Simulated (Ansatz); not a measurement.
Gas-phase reaction in SMILES: Cl[C](Cl)Cl -> Cl[C](Cl)Cl as singlet, charge -1 (an electron is taken up)
Each molecule is optimised on its own at B3LYP-D3(BJ)/def2-TZVP (Ansatz, a program for electronic structure).

Property: adiabatic electron affinity (electronic energy difference), positive where the reaction releases energy, in eV. Correlated levels leave the core frozen unless marked. UHF or UKS for open shells. Spin-orbit coupling is left out. No relativistic terms. Anions need diffuse functions: aug- sets have them; def2-D sets add few; the other sets have none. Basis-set limits of correlation are two-point, X^-3; Hartree-Fock from the larger set. The bracket is a focal-point correction in the basis named.

RI-MP2/CBS(aug-cc-pV(T+d)Z,aug-cc-pV(Q+d)Z)+[CCSD(T)-MP2]/aug-cc-pV(D+d)Z (Ansatz) gives 2.07 eV.

Task: Another calculation gave 1.94 eV. Which level was it?
A) r2SCANh/def2-TZVPD (Ansatz)
B) BLYP/def2-TZVPD (Ansatz)
C) LC-wPBE/def2-TZVPD (Ansatz)
D) PBE/def2-TZVPD (Ansatz)

Result: D, PBE/def2-TZVPD (Ansatz). The others give 1.78 (r2SCANh), 2.05 (BLYP), 1.53 (LC-wPBE) eV.
